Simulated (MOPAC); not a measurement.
MOPAC input (PM3):

```
PM3 PRECISE GNORM=0.05 LET XYZ GEO-OK AUX(PRECISION=9) THREADS=1
H2

H    -0.00000000 1   -0.00000000 1   -0.37201156 1
H     0.00000000 1    0.00000000 1    0.37201156 1
```

Task: What heat of formation does the run end on?

Result: -13.39 kcal/mol.
